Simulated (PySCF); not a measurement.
**Molecular orbitals of AlSi⁺**

r²SCAN at R = 2.795 Å; PySCF, no relativity, basis sets Al def2-SVP, Si def2-SVP. State: ³Π (triplet), unpaired electrons σ ↑, π ↑. Only the outer orbitals are listed, counted within each symmetry.

| spin | orbital | occ. | ε (eV) | on Al (%) | main shells (%) |
| --- | --- | --- | --- | --- | --- |
| α | 7σ | 1 | -17.88 | 11 | 86 Si s, 8 Al s |
| α | 8σ | 1 | -13.95 | 73 | 73 Al s, 15 Si p, 12 Si s |
| α | 9σ | 1 | -10.83 | 44 | 55 Si p, 30 Al p, 14 Al s |
| α | 3π | 1 | -10.66 | 11 | 89 Si p, 11 Al p |
| α | 3π | 0 | -9.90 | 17 | 83 Si p, 16 Al p |
| α | 4π | 0 | -7.83 | 89 | 88 Al p, 11 Si p |
| α | 4π | 0 | -7.63 | 83 | 83 Al p, 16 Si p |
| β | 7σ | 1 | -16.44 | 19 | 77 Si s, 15 Al s |
| β | 8σ | 1 | -13.07 | 74 | 74 Al s, 20 Si s |
| β | 3π | 0 | -9.48 | 21 | 79 Si p, 20 Al p |
| β | 9σ | 0 | -8.95 | 45 | 53 Si p, 33 Al p, 11 Al s |
| β | 3π | 0 | -8.51 | 44 | 56 Si p, 43 Al p |

Question: Which are the highest filled and the lowest empty level, where do they sit, and how wide is the gap?

Answer: Highest filled α 3π at -10.66 eV (in %: 89 Si p, 11 Al p); lowest empty α 3π at -9.90 eV (in %: 83 Si p, 16 Al p); the gap at r²SCAN is 0.76 eV. Both belong to one degenerate shell, split only by its one-sided filling, so this is no excitation gap.

```
bond order (Mayer)                                                                                                 : 0.80
⟨S²⟩                                                                                                               : 2.016
charge on Al (Mulliken, basis-dependent)                                                                           : 0.67
charge on Al (Löwdin, basis-dependent)                                                                             : 0.59
dipole moment (positive dipole points towards Si; it is taken about the centre of mass and depends on that origin) : -1.76 D
```

The state was picked by a PBE0 search and need not be the measured ground state.
